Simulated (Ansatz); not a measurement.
Cost and result for the atomization energy of `CCC(N)F` (13 atoms, 12 bonds).

```csv
atom,x (Å),y (Å),z (Å)
C1,0.285,1.409,1.003
C2,-0.277,0.613,-0.160
C3,0.259,-0.797,-0.233
N4,-0.267,-1.507,-1.329
F5,-0.037,-1.435,0.996
H6,-0.127,2.420,1.018
H7,0.049,0.931,1.954
H8,1.373,1.495,0.931
H9,-0.046,1.100,-1.111
H10,-1.370,0.555,-0.088
H11,1.352,-0.803,-0.291
H12,0.085,-2.454,-1.375
H13,-1.278,-1.528,-1.313
```

Charge 0, multiplicity 1. All single points use the PBE0-D4/def2-TZVP geometry. It is one conformer, not always the lowest. Program: Ansatz. All runs use 4 threads of an Arm Neoverse V2 on a shared host. Times are those of one run each, without the atoms' runs, and a repeat can differ threefold. Electronic energies, without spin–orbit coupling; frozen cores. CCSD(T)/CBS adds CCSD(T) − MP2 in def2-TZVPP to the MP2 limit, and its time is that of the two runs behind it. T1 = 0.010. B3LYP takes the VWN-RPA correlation (the form of Gaussian; ORCA's B3LYP/G).

CCSD(T)/CBS is a level of theory with its own doubt, some kJ/mol a heavy atom from the limit and from the frozen cores, so smaller differences don't rank the functionals.

```json
{"level": "PBE-D4/def2-TZVPP (with forces)", "functions": "267", "wall time": "2.3 s"}
{"level": "PBE0-D4/def2-TZVPP", "functions": "267", "wall time": "2.6 s"}
{"level": "B3LYP-D4/def2-TZVPP (with forces)", "functions": "267", "wall time": "4.1 s"}
{"level": "r2SCAN-D4/def2-TZVPP (with forces)", "functions": "267", "wall time": "4.6 s"}
{"level": "B2PLYP/def2-TZVPP", "functions": "267", "wall time": "5.5 s"}
{"level": "ωB97X-V/def2-TZVPP", "functions": "267", "wall time": "7 s"}
{"level": "ωB97M-V/def2-TZVPP (with forces)", "functions": "267", "wall time": "10 s"}
{"level": "MP2/def2-QZVPP", "functions": "525", "wall time": "29 s"}
{"level": "CCSD(T)/def2-TZVPP", "functions": "267", "wall time": "3.7 min"}
{"level": "CCSD(T)/CBS(def2)", "functions": "–", "wall time": "4.1 min"}
```

(1) What atomization energy does each give, and how far from CCSD(T)/CBS? (Best estimate.)

## Answers

(1) The calculation gave: 
```json
{"level": "PBE-D4/def2-TZVPP (with forces)", "atomization (kcal/mol)": "1220.9", "difference from CCSD(T)/CBS": "28.1", "per bond": "2.3"}
{"level": "PBE0-D4/def2-TZVPP", "atomization (kcal/mol)": "1199.0", "difference from CCSD(T)/CBS": "6.2", "per bond": "0.5"}
{"level": "B3LYP-D4/def2-TZVPP (with forces)", "atomization (kcal/mol)": "1195.1", "difference from CCSD(T)/CBS": "2.3", "per bond": "0.2"}
{"level": "r2SCAN-D4/def2-TZVPP (with forces)", "atomization (kcal/mol)": "1193.3", "difference from CCSD(T)/CBS": "0.5", "per bond": "0.0"}
{"level": "B2PLYP/def2-TZVPP", "atomization (kcal/mol)": "1182.3", "difference from CCSD(T)/CBS": "-10.5", "per bond": "-0.9"}
{"level": "ωB97X-V/def2-TZVPP", "atomization (kcal/mol)": "1196.5", "difference from CCSD(T)/CBS": "3.7", "per bond": "0.3"}
{"level": "ωB97M-V/def2-TZVPP (with forces)", "atomization (kcal/mol)": "1197.6", "difference from CCSD(T)/CBS": "4.8", "per bond": "0.4"}
{"level": "MP2/def2-QZVPP", "atomization (kcal/mol)": "1195.8", "difference from CCSD(T)/CBS": "3.0", "per bond": "0.2"}
{"level": "CCSD(T)/def2-TZVPP", "atomization (kcal/mol)": "1163.4", "difference from CCSD(T)/CBS": "-29.4", "per bond": "-2.4"}
{"level": "CCSD(T)/CBS(def2)", "atomization (kcal/mol)": "1192.8", "difference from CCSD(T)/CBS": "0.0", "per bond": "0.0"}
```

In def2-TZVPP, CCSD(T) changes the Hartree–Fock value by +297.0 kcal/mol (the triples alone add +15.9 kcal/mol) and MP2 by +312.0 kcal/mol; breaking electron pairs costs correlation energy, which Hartree–Fock lacks. The D4 term adds +7.6 kcal/mol with B3LYP and +4.0 kcal/mol with PBE0; it sums over pairs of atoms, weighted by their polarisabilities, and B3LYP, whose exchange is more repulsive, gets the larger term. From PBE to PBE0 (25 % exact exchange), in def2-TZVPP and without D4, the atomization energy moves by −21.0 kcal/mol: exact exchange takes away binding that semilocal exchange gives to molecules.
